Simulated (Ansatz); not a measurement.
# AlHS (singlet): from Hartree-Fock to the top rungs at scale of all distances = 2.441, 6-31G

How much of the correlation energy of AlHS (singlet) does each wave-function method recover here?

Computed with Ansatz 0.2.0, Gaussian basis. Level: 6-31G, core rule «outside noble gas», up to 10 orbitals frozen.

The runs, in order: UHF; CCSD(T) on RHF; CCSD(T) on UHF; BCCD(T) on RHF; CISD; CCSDT(Q) on RHF; CCSDT(Q) on UHF; CISDTQ; CASSCF and MRCISD+Q, 2 electrons in 2 orbitals; CASSCF and NEVPT2, 2 electrons in 2 orbitals; CASSCF and MRCISD+Q, 10 electrons in 9 orbitals; CASSCF and MRCISD+Q(relaxed), 10 electrons in 9 orbitals; CASSCF and NEVPT2, 10 electrons in 9 orbitals; Full CI; Full CI in the symmetry of the determinant.

19 further runs of the same task are left out: 16 that didn't finish, 3 set aside as unsound or not needed. Runs told in other sessions of the task aren't counted.

## (1) The system

The geometry derives from a PBE0/def2-TZVP stationary point (not a proven minimum). All distances are scaled together.

3 atoms, charge 0, spin multiplicity 1.

Atoms are counted from 1 here; the program's logs count them from 0.

No contacts short enough for the rule that draws bonds.

## (2) UHF

in.yaml reads:

```yaml
crystal:
  periodic: [false, false, false]
  atoms:
    - {symbol: Al, position_ang: [0.000000, 0.000000, 0.349307]}
    - {symbol: S, position_ang: [0.000000, 0.000000, -4.529764]}
    - {symbol: H, position_ang: [0.000000, 0.000000, 4.180457]}
basis:
  gaussian: {orbitals: 6-31G}
magnetization: {spin_polarized: true, initial_magnetization: 0}
hamiltonian: {xc: hf}
output: {orbitals: {seedname: orbitals}}
```

The run is started by

```bash
$ ansatz run in.yaml --threads 1 --pin off --events-out ev --progress --plain --max-ram 2393MiB
```

After this run come: CCSD(T) on RHF; CCSD(T) on UHF; BCCD(T) on RHF; CISD; CCSDT(Q) on RHF; CCSDT(Q) on UHF; CISDTQ; CASSCF and MRCISD+Q, 2 electrons in 2 orbitals; CASSCF and NEVPT2, 2 electrons in 2 orbitals; CASSCF and MRCISD+Q, 10 electrons in 9 orbitals; CASSCF and MRCISD+Q(relaxed), 10 electrons in 9 orbitals; CASSCF and NEVPT2, 10 electrons in 9 orbitals; Full CI; Full CI in the symmetry of the determinant.

Before running them: what should the planned runs give, taken together? Wanted: FCI from the RHF energy; UMP2 from FCI; UCCSD(T) from FCI; T1 diagnostic; effectively unpaired electrons.

**Answer**, as computed:

| quantity | value |
| --- | --- |
| FCI from the RHF energy | -5.5276 eV |
| UMP2 from FCI | +601.1 meV |
| UCCSD(T) from FCI | +23.6 meV |
| levels within 1 kcal/mol (43 meV) | UCCSD(T) |
| T1 diagnostic | 0.107 |
| effectively unpaired electrons | 3.63 |

In words: UCCSD(T) misses by +23.6 meV, 0.4 % of the correlation energy. The occupations show strong static correlation (3.6 unpaired electrons where one determinant has 0). Coupled cluster on one determinant still stays close here. The lowest state has another symmetry than the determinant, whose own symmetry lies 0.08 eV higher, so single-reference misses include that gap. Coupled cluster took another determinant than the lowest Hartree-Fock one. These misses are within one basis, not against nature.

The restricted and unrestricted ladders end 1.07 eV apart at CCSD(T), which points to two states or an unsound top rung; rows of one don't measure the error of the other.
